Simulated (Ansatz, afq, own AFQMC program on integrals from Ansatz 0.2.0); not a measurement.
AFQMC on a folder of integrals that Ansatz 0.2.0 wrote.

```yaml
crystal:
  periodic: [false, false, false]
  atoms:
    - {symbol: Ge, position_ang: [-0.001126, -0.001130, -0.001128]}
    - {symbol: H, position_ang: [0.968874, 0.972022, 0.970758]}
    - {symbol: H, position_ang: [-0.889011, -0.885149, 0.884535]}
    - {symbol: H, position_ang: [-0.884952, 0.883383, -0.890352]}
    - {symbol: H, position_ang: [0.886259, -0.888822, -0.883613]}
basis:
  gaussian: {orbitals: cc-pVDZ}
magnetization: {spin_polarized: false}
correlation: {method: ccsd_t, electrons: outside_noble_gas, hamiltonian_folder: ham}
```

```sh
$ ansatz run in.yaml --threads 1 --pin off --events-out ev --progress --plain --max-ram 1382MiB
```

afq runs on the folder ham with

```
--method phaseless --trial cid --walkers 160 --populations 1 --least-time 40 --time-step 0.005 --steps-per-block 50 --equilibration-blocks 40 --max-blocks 160 --target-error 0.00068 --factor-cut 0.001 --seed 9488 --release-times 0.5,1,2 --release-step 0.1 --release-every 4 --taylor-order 8
```

Times are imaginary, in 1/Eh. The walk had a cap of 196 s. Filled inner d shells are frozen with the cores.

afq prints:

```
orbitals 33  electrons 4 4  factors 155 of 497
reference energy -2077.63734085 Eh
CCSD correlation -0.14321161 Eh in 8 cycles, weight of the determinant in the CISD state 0.9189
energy of the start -2077.780548 Eh
 block  time / (1/Eh)  mean weight  energy / Eh
     1     0.250  1.0001  -2077.779065
     2     0.500  1.0006  -2077.779301
     3     0.750  1.0004  -2077.779611
     4     1.000  0.9994  -2077.780609
     5     1.250  0.9993  -2077.780324
     9     2.250  0.9996  -2077.782776
    21     5.250  0.9993  -2077.783236
    41    10.250  0.9989  -2077.782891
    61    15.250  0.9992  -2077.783473
    81    20.250  1.0009  -2077.782793
   101    25.250  1.0016  -2077.783859
   121    30.250  1.0004  -2077.784803
   141    35.250  0.9980  -2077.784360
   156    39.000  0.9988  -2077.785715
   161    40.250  1.0002  -2077.783141
   181    45.250  1.0008  -2077.783686
   196    49.000  0.9999  -2077.782512
blocks merged  error / Eh  count
     1  0.000071  160
     2  0.000084  80
     4  0.000105  40
     8  0.000082  20
    16  0.000087  10
released: time / (1/Eh)  energy / Eh  error  mean overlap
  0.50  -2077.783723  0.000124  0.9975
  1.00  -2077.783862  0.000114  0.9821
  2.00  -2077.783703  0.000077  0.9542
energy -2077.783774 +/- 0.000105 Eh
(rows thinned)
```

The run passed its tests (sampling time, drift between the halves within three errors, error under three times the target), which doesn't prove that it has relaxed.

Against this walk (error 2.9 meV) on the same determinant: CCSD(T) 19.6 meV higher, CCSDT(Q) 1.5 meV higher (within the noise), a separate phaseless walk with a CISD trial and standard settings 1.3 ± 5.1 meV higher (within the noise). The error is statistical and leaves out the bias of the constraint. Released to 2.00 1/Eh the energy moves by 2 ± 4 meV (both errors), within twice the noise.

Cautions: constraint bias not in the error; no relativity below Rb; no spin-orbit coupling; inner d shell frozen; the coarse factor cut changes the integrals a little.

The walk took 2.1 min on 1 thread of Arm Neoverse V2 (shared host). The log's last line is the phaseless energy.

CCSDT and higher add their correlation energy to the determinant of the CCSD(T) run, since their own runs factorise the integrals more tightly (a shift of under 2 meV). A walk keeps the symmetry of its determinant, which the program's search chose and which needn't be the lowest solution, so a lower state of the same spin and another symmetry isn't excluded.
